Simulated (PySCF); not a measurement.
**carbon dioxide and hydrogen fluoride**

A complex built from carbon dioxide and hydrogen fluoride; neutral, singlet.

Parts: 1 = carbon dioxide (O=C=O), atoms 1–3; 2 = hydrogen fluoride (F), atoms 4–5.

```xyz
5

O    -0.137   -0.440    0.898
C     0.344    0.117    0.003
O     0.826    0.671   -0.886
F    -1.721   -1.818    2.881
H    -1.202   -1.377    2.255
```
Atom numbers follow the order of the file, from 1.

In these coordinates O1···H5 is 1.963 Å. Part 2 is then moved rigidly along that line, all else held; at short range other atoms may come into contact.

The starting structure comes from a short search with a few starts; no frequency run checks that it is a minimum, and another way of binding may lie lower.

Computed with PySCF 2.14.0: CCSD(T)/aug-cc-pVDZ and MP2/aug-cc-pVTZ, aug-cc-pVQZ counterpoise interaction energy, frozen core, gas phase. The geometry comes from PBE0-D3(BJ)/def2-TZVPD.

Counterpoise energies in kcal/mol, cluster less the parts frozen as they stand in it; small is aug-cc-pVDZ, large aug-cc-pVQZ. Estimated limit: HF in aug-cc-pVQZ, MP2 correlation extrapolated as X⁻³ from aug-cc-pVTZ and aug-cc-pVQZ, and CCSD(T) less MP2 in aug-cc-pVDZ; it isn't the exact limit.

| O1···H5 (Å) | HF large | MP2 large | SCS-MP2 large | CCSD(T) small | CCSD(T) limit est. |
| --- | --- | --- | --- | --- | --- |
| 1.767 | -1.43 | -2.31 | -1.90 | -1.80 | -2.45 |
| 1.865 | ? | ? | ? | ? | ? |
| 1.963 | -2.31 | -2.82 | -2.56 | -2.61 | -2.95 |
| 2.061 | -2.40 | -2.78 | -2.56 | -2.66 | -2.90 |
| 2.159 | ? | ? | ? | ? | ? |
| 2.454 | -1.98 | -2.05 | -1.97 | -2.10 | -2.13 |
| 2.945 | -1.28 | -1.23 | -1.20 | -1.29 | -1.27 |
| 3.926 | -0.56 | -0.49 | -0.48 | -0.52 | -0.51 |

Problem. Fill in the withheld rows.

Solution. 
| O1···H5 (Å) | HF large | MP2 large | SCS-MP2 large | CCSD(T) small | CCSD(T) limit est. |
| --- | --- | --- | --- | --- | --- |
| 1.865 | -2.02 | -2.70 | -2.37 | -2.36 | -2.83 |
| 2.159 | -2.37 | -2.64 | -2.47 | -2.59 | -2.75 |

The 8 runs took 23 min in all, one thread each of Arm Neoverse N1 on a shared host, launched as `OMP_NUM_THREADS=1 python cluster_run.py task.json out`.
